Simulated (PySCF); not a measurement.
H₄N₂. Atoms are numbered in the order given.

```xyz
6

N      0.7083     0.0978     0.0736
N     -0.7083    -0.0978     0.0736
H      1.1441    -0.7816     0.3186
H      1.0600     0.3861    -0.8341
H     -1.1441     0.7816     0.3186
H     -1.0600    -0.3861    -0.8341
```
Charge 0, spin multiplicity 1.

Geometry optimised at B3LYP-D3(BJ)/def2-TZVP.

Level of theory: PBE/def2-TZVPD (PySCF).

Isolated molecule, no solvent.

Computed frontier levels, gap, dipole moment and polarisability:
| Item | Result |
|---|---|
| highest occupied level | -5.71 eV |
| lowest empty level | -0.35 eV |
| orbital gap | 5.36 eV |
| dipole moment | 1.85 D |
| quadrupole, principal values (traceless, Buckingham form, about the centre of nuclear charge) | -3.62, -0.35, 3.96 D·Å |
| mean static polarisability | 24.0 bohr³ (3.55 Å³) |
| polarisability, principal values | 22.2, 22.4, 27.2 bohr³ |
